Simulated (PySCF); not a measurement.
Gas-phase reaction: SiH2(NH2)2 + 2 NH = Si(NH2)4

Energies from PySCF, thermal terms from the rigid-rotor harmonic-oscillator model, ideal gas at 1 bar. † marks an energy on the PBE0/def2-TZVP geometry and frequencies; other levels use their own. MP2 freezes the core. 6-31G* has spherical d functions here. Open shells (unrestricted): NH (multiplicity 3); the rest are closed-shell singlets. B3LYP is the form with VWN-RPA correlation. No R ln 2 is added for the mirror-image form of SiH2(NH2)2. SiH2(NH2)2, Si(NH2)4: computed as isolated molecules; such fragments, hydroxides, amides, oligomers or adducts are transient or little studied in the gas. MP2 isn't extrapolated to the basis-set limit; its ΔH°(298 K) is -888.1 kJ in def2-SVP and -965.0 kJ in def2-TZVPP. The harmonic model lacks anharmonicity and excited electronic states, which grow with temperature; levels with a mode under 35 cm⁻¹ are left out. Internal rotation in SiH2(NH2)2, Si(NH2)4 is treated as a harmonic vibration of one conformer, which makes the entropy rough.

```json
[
 {"level": "B3LYP/def2-TZVP†", "ΔE electronic, kJ": "-933", "ΔH°(298 K), kJ": "-884", "ΔS°(298 K), J/K": "-316", "ΔG°(2000 K), kJ": "-263"},
 {"level": "BLYP/def2-TZVP†", "ΔE electronic, kJ": "-927", "ΔH°(298 K), kJ": "-878", "ΔS°(298 K), J/K": "-316", "ΔG°(2000 K), kJ": "-258"},
 {"level": "HF/6-31G*", "ΔE electronic, kJ": "-583", "ΔH°(298 K), kJ": "-531", "ΔS°(298 K), J/K": "-319", "ΔG°(2000 K), kJ": "98"},
 {"level": "HF/def2-TZVP†", "ΔE electronic, kJ": "-617", "ΔH°(298 K), kJ": "-568", "ΔS°(298 K), J/K": "-316", "ΔG°(2000 K), kJ": "53"},
 {"level": "MP2/def2-TZVPP†", "ΔE electronic, kJ": "-1014", "ΔH°(298 K), kJ": "-965", "ΔS°(298 K), J/K": "-316", "ΔG°(2000 K), kJ": "-344"},
 {"level": "PBE0/def2-SVP†", "ΔE electronic, kJ": "-946", "ΔH°(298 K), kJ": "-897", "ΔS°(298 K), J/K": "-316", "ΔG°(2000 K), kJ": "-276"},
 {"level": "PBE0/def2-TZVP", "ΔE electronic, kJ": "-959", "ΔH°(298 K), kJ": "-910", "ΔS°(298 K), J/K": "-316", "ΔG°(2000 K), kJ": "-289"},
 {"level": "LDA/def2-TZVP†", "ΔE electronic, kJ": "-1175", "ΔH°(298 K), kJ": "-1126", "ΔS°(298 K), J/K": "-316", "ΔG°(2000 K), kJ": "-505"},
 {"level": "ωB97M-V/def2-TZVP†", "ΔE electronic, kJ": "-983", "ΔH°(298 K), kJ": "-934", "ΔS°(298 K), J/K": "-316", "ΔG°(2000 K), kJ": "-313"}
]
```
ΔH° is lowest at LDA/def2-TZVP† and highest at HF/6-31G*. No reference value is set beside these.
